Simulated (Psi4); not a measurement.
**One shape, several levels: triplet C2H6B−**

Wanted: a comparison of 3 runs (UBHLYP/cc-pVDZ, UM06-2X/cc-pVDZ, UPBE0/cc-pVDZ) of triplet C2H6B−. 

Program for the calculation: Psi4 1.11.

## 1. The system as given

C2H6B−: 9 atoms, total charge -1, spin state triplet. As SMILES of the parent species, `[BH3-]C=C`. The coordinates come from a GFN2-xTB relaxation. That shape belongs to the parent species and isn't relaxed for this state.

Bond lengths: B1–C2 1.621 Å, C2–C3 1.325 Å, B1–H4 1.227 Å, B1–H5 1.230 Å, B1–H6 1.227 Å, C2–H7 1.098 Å, C3–H8 1.083 Å, C3–H9 1.094 Å. Some angles: B1–C2–C3 127.4°, B1–C2–H7 117.5°, C3–C2–H7 115.1°, C2–B1–H4 109.9°, C2–B1–H5 110.3°, C2–B1–H6 110.0°, C2–C3–H8 121.3°, C2–C3–H9 124.5°, H4–B1–H5 108.9°, H4–B1–H6 108.8°.

## 2. Energy and forces at UBHLYP/cc-pVDZ (run 1)

Input file c2h6b.dat:

```
memory 1.6 GB

molecule system {
  -1 3
  B     -0.629450     0.770260    -0.695580
  C      0.561290    -0.121590    -0.051130
  C      0.475920    -0.957440     0.973350
  H     -1.515350     0.037540    -1.123250
  H     -0.196360     1.453510    -1.621580
  H     -1.107230     1.511780     0.156690
  H      1.558120    -0.038670    -0.502980
  H     -0.460650    -1.116340     1.494340
  H      1.313720    -1.539040     1.370140
  symmetry c1
  no_reorient
  no_com
}

set basis cc-pVDZ
set reference uks
set puream true
set e_convergence 1e-09
set d_convergence 1e-08
set scf_type pk
set dft_radial_points 99
set dft_spherical_points 590
set maxiter 200

result, w = gradient("bhhlyp", return_wfn=True)
oeprop(w, "WIBERG_LOWDIN_INDICES", "LOWDIN_CHARGES", "MULLIKEN_CHARGES")
```

Run with:

```sh
psi4 -i c2h6b.dat -o c2h6b.out -n 1
```

c2h6b.out:

```text
[...]
  Running in c1 symmetry.
[...]
  Nuclear repulsion =   62.573911424317970
[...]
  Multiplicity = 3
[...]
  Nalpha       = 13
  Nbeta        = 11
[...]
    Number of basis functions: 72
[...]
   @UKS iter   1:  -104.08843845275833   -3.63116e-01   9.59447e-03 DIIS/ADIIS
[...]
   @UKS iter  15:  -104.42615265487252   -7.29017e-12   5.27479e-09 DIIS
[...]
   @S^2 Observed:                2.009948882E+00
[...]
  @UKS Final Energy:  -104.42615265487252
   => Energetics <=
    Nuclear Repulsion Energy =             62.5739114243179699
    One-Electron Energy =                -267.5337805131330811
    Two-Electron Energy =                 109.5544601029230307
    DFT Exchange-Correlation Energy =      -9.0207436689804474
    Empirical Dispersion Energy =           0.0000000000000000
    VV10 Nonlocal Energy =                  0.0000000000000000
    Total Energy =                       -104.4261526548725243
[...]
 Multipole Moments:
 ------------------------------------------------------------------------------------
     Multipole            Electronic (a.u.)      Nuclear  (a.u.)        Total (a.u.)
 ------------------------------------------------------------------------------------
 L = 1.  Multiply by 2.5417464519 to convert [e a0] to [Debye]
 Dipole X            :         -4.1565386            5.0422806            0.8857420
 Dipole Y            :          3.2784033           -4.3730152           -1.0946119
 Dipole Z            :         -2.4672420            3.4558933            0.9886514
 Magnitude           :                                                    1.7205074
[...]
  -Total Gradient:
     Atom            X                  Y                   Z
    ------   -----------------  -----------------  -----------------
       1       -0.026768013601     0.010904683484    -0.004489794301
       2       -0.014877465253    -0.137549872614     0.168419074877
       3        0.016103945181     0.127717308587    -0.157320941892
       4        0.011583618664     0.006195155229     0.001022409898
       5       -0.000655893943    -0.002950583257     0.003827621206
       6        0.008290446419    -0.004818696351    -0.008682456651
       7        0.001106098068    -0.000534819337     0.000335733206
       8        0.003818087218     0.001375629069    -0.002952274920
       9        0.001399425009    -0.000339616709    -0.000158526165
[...]
  Mulliken Charges: (a.u.)
   Center  Symbol    Alpha    Beta     Spin     Total
       1     B     2.47858  2.59053 -0.11195 -0.06911
       2     C     3.52737  2.53238  0.99499 -0.05976
       3     C     3.55500  2.47644  1.07855 -0.03144
       4     H     0.65625  0.56139  0.09486 -0.21764
       5     H     0.61653  0.61439  0.00213 -0.23092
       6     H     0.65451  0.56446  0.09005 -0.21897
       7     H     0.52276  0.57306 -0.05030 -0.09582
       8     H     0.48813  0.53692 -0.04879 -0.02504
       9     H     0.50088  0.55043 -0.04955 -0.05130
   Total alpha = 13.00000, Total beta = 11.00000, Total charge = -1.00000
[...]
```

Wall time 33 s (1 thread of Intel Xeon Platinum 8488C (Sapphire Rapids), shared host); peak memory 0.81 GiB.

## 3. The energy at UM06-2X/cc-pVDZ (run 2)

Input file input.in:

```
memory 1600 MB

molecule m {
  -1 3
  B     -0.629450     0.770260    -0.695580
  C      0.561290    -0.121590    -0.051130
  C      0.475920    -0.957440     0.973350
  H     -1.515350     0.037540    -1.123250
  H     -0.196360     1.453510    -1.621580
  H     -1.107230     1.511780     0.156690
  H      1.558120    -0.038670    -0.502980
  H     -0.460650    -1.116340     1.494340
  H      1.313720    -1.539040     1.370140
  symmetry c1
  no_reorient
  no_com
}

set reference uks
set puream true
set e_convergence 1e-09
set d_convergence 1e-08
set scf_type pk
set dft_radial_points 99
set dft_spherical_points 590
set maxiter 200

e, wfn = energy('m06-2x/cc-pVDZ', return_wfn=True)
print_variables()
```

Run with:

```sh
psi4 input.in input.out -n 1
```

input.out:

```text
[...]
  Running in c1 symmetry.
[...]
  Nuclear repulsion =   62.573911424317970
[...]
  Multiplicity = 3
[...]
  Nalpha       = 13
  Nbeta        = 11
[...]
    Number of basis functions: 72
[...]
   @UKS iter   1:  -104.07402905335817   -2.67514e-01   9.88856e-03 DIIS/ADIIS
[...]
   @UKS iter  15:  -104.42823455744256   -2.72138e-11   5.51660e-09 DIIS
[...]
   @S^2 Observed:                2.009471719E+00
[...]
    Orbital Energies [Eh]
    ---------------------
    Alpha Occupied:
       1A    -10.362998     2A    -10.299439     3A     -6.748561
       4A     -0.681057     5A     -0.463709     6A     -0.357947
       7A     -0.319459     8A     -0.251498     9A     -0.207178
      10A     -0.130949    11A     -0.119779    12A     -0.114883
      13A      0.068539
    Alpha Virtual:
      14A      0.283225    15A      0.317361    16A      0.344623
      17A      0.387083    18A      0.398364    19A      0.414800
      20A      0.421120    21A      0.495755    22A      0.535917
      23A      0.599593    24A      0.653623    25A      0.680529
[...]
  @UKS Final Energy:  -104.42823455744256
   => Energetics <=
    Nuclear Repulsion Energy =             62.5739114243179699
    One-Electron Energy =                -267.4783119502327509
    Two-Electron Energy =                 108.8239295440978083
    DFT Exchange-Correlation Energy =      -8.3477635756255939
    Empirical Dispersion Energy =           0.0000000000000000
    VV10 Nonlocal Energy =                  0.0000000000000000
    Total Energy =                       -104.4282345574425648
[...]
 Multipole Moments:
 ------------------------------------------------------------------------------------
     Multipole            Electronic (a.u.)      Nuclear  (a.u.)        Total (a.u.)
 ------------------------------------------------------------------------------------
 L = 1.  Multiply by 2.5417464519 to convert [e a0] to [Debye]
 Dipole X            :         -4.1833650            5.0422806            0.8589156
 Dipole Y            :          3.3059745           -4.3730152           -1.0670407
 Dipole Z            :         -2.4912721            3.4558933            0.9646213
 Magnitude           :                                                    1.6753526
[...]
```

Run time: 53 s. Hardware: 1 thread of Intel Xeon Platinum 8488C (Sapphire Rapids), shared host; peak memory 1.1 GiB.

## 4. Energy and forces at UPBE0/cc-pVDZ (run 3)

Input file c2h6b.xyz:

```xyz
9
C2H6B
B     -0.629450     0.770260    -0.695580
C      0.561290    -0.121590    -0.051130
C      0.475920    -0.957440     0.973350
H     -1.515350     0.037540    -1.123250
H     -0.196360     1.453510    -1.621580
H     -1.107230     1.511780     0.156690
H      1.558120    -0.038670    -0.502980
H     -0.460650    -1.116340     1.494340
H      1.313720    -1.539040     1.370140
```

Input file calc.py:

```python
import psi4

psi4.set_memory(1600000000)
psi4.set_num_threads(1)
psi4.core.set_output_file('output.dat', False)

with open('c2h6b.xyz') as f:
    atoms = ''.join(f.readlines()[2:])
m = psi4.geometry('-1 3\n' + atoms + 'symmetry c1\nno_reorient\nno_com')

options = {'reference': 'uks', 'puream': True, 'e_convergence': 1e-09, 'd_convergence': 1e-08, 'scf_type': 'pk', 'dft_radial_points': 99, 'dft_spherical_points': 590, 'maxiter': 200}
psi4.set_options(options)

result, w = psi4.gradient("pbe0/cc-pVDZ", return_wfn=True)
psi4.oeprop(w, "DIPOLE", "MAYER_INDICES", "LOWDIN_CHARGES", title="PBE0")
print('gradient / Eh bohr^-1')
print(result.np.round(6))
print(f'energy = {w.energy():.10f} Eh')
```

Run with:

```sh
python calc.py
```

output.dat (excerpt; [...] marks lines left out):

```text
[...]
  Running in c1 symmetry.
[...]
  Nuclear repulsion =   62.573911424317970
[...]
  Multiplicity = 3
[...]
  Nalpha       = 13
  Nbeta        = 11
[...]
    Number of basis functions: 72
[...]
   @UKS iter   1:  -103.92833546226902   -1.76968e-01   1.09913e-02 ADIIS/DIIS
[...]
   @UKS iter  14:  -104.35662739745818   -1.57740e-12   4.26850e-09 DIIS
[...]
   @S^2 Observed:                2.008407637E+00
[...]
  @UKS Final Energy:  -104.35662739745818
   => Energetics <=
    Nuclear Repulsion Energy =             62.5739114243179699
    One-Electron Energy =                -267.5878800115733611
    Two-Electron Energy =                 113.7527817990734604
    DFT Exchange-Correlation Energy =     -13.0954406092762561
    Empirical Dispersion Energy =           0.0000000000000000
    VV10 Nonlocal Energy =                  0.0000000000000000
    Total Energy =                       -104.3566273974581833
[...]
  -Total Gradient:
     Atom            X                  Y                   Z
    ------   -----------------  -----------------  -----------------
       1       -0.034594136737     0.013540975499    -0.005248559730
       2       -0.008325472116    -0.135124612907     0.163267454724
       3        0.015415483269     0.120522019398    -0.148507470744
       4        0.014856460950     0.007680393636     0.001234027152
       5       -0.001182615356    -0.004304689957     0.005662127755
       6        0.010788258919    -0.006070722445    -0.010905337198
       7       -0.003010468439    -0.001436667130     0.002855043001
       8        0.008775302465     0.002388643434    -0.005907588082
       9       -0.002722497674     0.002803747319    -0.002448866156
[...]
 Multipole Moments:
 ------------------------------------------------------------------------------------
     Multipole            Electronic (a.u.)      Nuclear  (a.u.)        Total (a.u.)
 ------------------------------------------------------------------------------------
 L = 1.  Multiply by 2.5417464519 to convert [e a0] to [Debye]
 Dipole X            :         -4.2487644            5.0422806            0.7935162
 Dipole Y            :          3.3656304           -4.3730152           -1.0073849
 Dipole Z            :         -2.5407301            3.4558933            0.9151633
 Magnitude           :                                                    1.5754415
[...]
```

On the terminal:

```text
gradient / Eh bohr^-1
[[-0.034594  0.013541 -0.005249]
 [-0.008325 -0.135125  0.163267]
 [ 0.015415  0.120522 -0.148507]
 [ 0.014856  0.00768   0.001234]
 [-0.001183 -0.004305  0.005662]
 [ 0.010788 -0.006071 -0.010905]
 [-0.00301  -0.001437  0.002855]
 [ 0.008775  0.002389 -0.005908]
 [-0.002722  0.002804 -0.002449]]
energy = -104.3566273975 Eh
```

Run time: 34 s. Hardware: 1 thread of Intel Xeon Platinum 8488C (Sapphire Rapids), shared host; peak memory 0.81 GiB.

## 5. Overview of the runs

```
run            level      task  energy (Eh)  HOMO energy (eV)  LUMO energy (eV)   ⟨S²⟩  wall time
  1   UBHLYP/cc-pVDZ  gradient  -104.426153              1.69              3.02  2.010       33 s
  2  UM06-2X/cc-pVDZ    energy  -104.428235              1.87              2.82  2.009       53 s
  3    UPBE0/cc-pVDZ  gradient  -104.356627              2.82                 –  2.008       34 s
```

## 6. Summary of results

| quantity | value |
| --- | --- |
| run 3: total energy | -104.35663 Eh |
| run 3: HOMO energy (highest over α and β) | 2.82 eV |
| run 3: ⟨S²⟩ | 2.008 |
| run 3: largest force on an atom | 10.906 eV/Å |

**Reading.** Totals of different functionals can't be ranked against each other. In runs 1, 2, 3 the HOMO lies above zero, so the outermost electron may be held by the basis alone. All runs together took 2 min, the longest 53 s.
